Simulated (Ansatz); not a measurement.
Results of PBE0 (plane waves, PAW; Ansatz, a program for electronic structure) for chalcopyrite ZnGeP2.

Run with plane-wave cutoff 460 eV, 6×6×6 k mesh, Fermi–Dirac smearing 0.01 eV, scalar-relativistic PAW data made under PBE.

Computed at the level's own relaxed cell.

Estimate the equilibrium lattice constant a, lattice parameter c, band gap and smallest direct gap on the k points sampled that the calculation returns.


- equilibrium lattice constant a = 5.468 Å
- lattice parameter c = 10.736 Å
- band gap = 2.58 eV (indirect)
- smallest direct gap on the k points sampled = 2.71 eV

Measured, for comparison: band gap 2.05 eV (temperature not stated, not corrected to a static lattice, pseudodirect, our sources range from 1.80 to 2.20; as tabulated in Rashkeev et al. (1999), arXiv:cond-mat/9809378); lattice constant a 5.463 Å, lattice parameter c 10.74 Å (temperature not stated, not corrected to a static lattice; as tabulated in Rashkeev et al. (1999), arXiv:cond-mat/9809378). Computed (rounded) less measured: lattice constant a +0.1 %, lattice parameter c 0.0 %.

Spin–orbit coupling is not included.
